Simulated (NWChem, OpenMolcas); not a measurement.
## SF4 (sulfur tetrafluoride): methods side by side

The species is SF4 (5 atoms), meant as a singlet with charge 0. As SMILES, `FS(F)(F)F`. Geometry: relaxed at PBE0-D4/def2-TZVP.

Each level gives the dipole moment (D). The values are calculated.

```tsv
level	kind	program	value (D)	CPU time
SVWN5/6-311+G**	LDA	OpenMolcas	0.84	27 s
BLYP/6-311+G**	GGA	OpenMolcas	0.86	34 s
PBE/6-311+G**	GGA	OpenMolcas	0.79	35 s
r2SCAN/6-311+G**	meta-GGA	OpenMolcas	0.81	41 s
B3LYP/6-311+G**	global hybrid	NWChem	0.94	13 s
BHLYP/6-311+G**	global hybrid	NWChem	?	14 s
PBE0/6-311+G**	global hybrid	NWChem	?	12 s
wB97X/6-311+G**	range-separated hybrid	NWChem	0.94	74 s
```

(1) Estimate what the levels marked ? give.

## Answers

(1) As computed at these levels: BHLYP/6-311+G**: 1.05 D; PBE0/6-311+G**: 0.90 D. Measured: 0.63 D (NIST CCCBDB). Nearest: PBE/6-311+G** (+0.16 D); farthest: BHLYP/6-311+G** (+0.42 D). The measured dipole is a vibrational average, so differences of a few hundredths of a debye mean little. Computed less measured by kind, in D (6-311+G** rows): LDA +0.21; GGA +0.16 to +0.23; meta-GGA +0.18; global hybrid +0.27 to +0.42; range-separated hybrid +0.31. Magnitudes only: a small dipole may point the other way at some levels. Times are those of the runs behind each value, whatever else they computed, on shared processors of several kinds: orders of magnitude only.
